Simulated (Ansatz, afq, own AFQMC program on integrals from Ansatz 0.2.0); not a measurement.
**O2⁺, quartet in 6-31G, levels against full CI**

| atom | x (Å) | y (Å) | z (Å) |
| --- | --- | --- | --- |
| O | 0.0000 | 0.0000 | 0.0000 |
| O | 0.0000 | 0.0000 | 1.0840 |

Basis 6-31G. Only valence electrons are correlated. Integrals, coupled cluster, full CI and functionals: Ansatz 0.2.0; the random walks run on the same integrals in our own AFQMC program. ph-AFQMC/CISD is guided by a CISD state made of CCSD amplitudes; releasing the constraint for a short imaginary time cuts its bias at the price of noise, slowly where states lie close. ± is one standard error of the sampling.

Determinant: ROHF, the one that the program's search chose, which needn't be the lowest solution. The geometry is a point of a scan.

Full CI on the same integrals is exact in this basis and with this determinant's frozen core.

Cautions: lower spins were not checked.

```
T1 diagnostic                               : 0.0165
weight of the determinant in the CISD state : 0.947
size of the correlated space                : 11 electrons in 16 orbitals
```

Reference: full CI, correlation energy -4.508 eV. The released energy is read at 1.62 1/Eh, later times being too noisy (meV from the phaseless value at times in 1/Eh: -0.5 ± 2.0 at 0.24, -6.1 ± 1.1 at 0.51, -11 ± 4 at 0.99, -8.8 ± 1.6 at 1.62, 30 ± 40 at 2.40).

| level | E − E(reference) (meV) | share of correlation (%) |
| --- | --- | --- |
| HF | 4508.3 | 0.00 |
| MP2 | 432.6 | 90.41 |
| CCSD | 78.6 | 98.26 |
| CCSD(T) | 21.3 | 99.53 |
| CCSDT | 12.0 | 99.73 |
| CCSDT(Q) | 1.0 | 99.98 |
| CCSDTQ | 0.3 | 99.99 |
| ph-AFQMC/CISD | 10.7 ± 1.8 | 99.76 |
| released AFQMC | 1.9 ± 1.6 | 99.96 |

CCSDT and higher add their correlation energy to the determinant of the CCSD(T) run, since their own runs factorise the integrals more tightly (a shift of under 2 meV). A walk keeps the symmetry of its determinant, which the program's search chose and which needn't be the lowest solution, so a lower state of the same spin and another symmetry isn't excluded. Released energies are given only where the last usable release times agree within the noise; a slower fall can still hide under it.
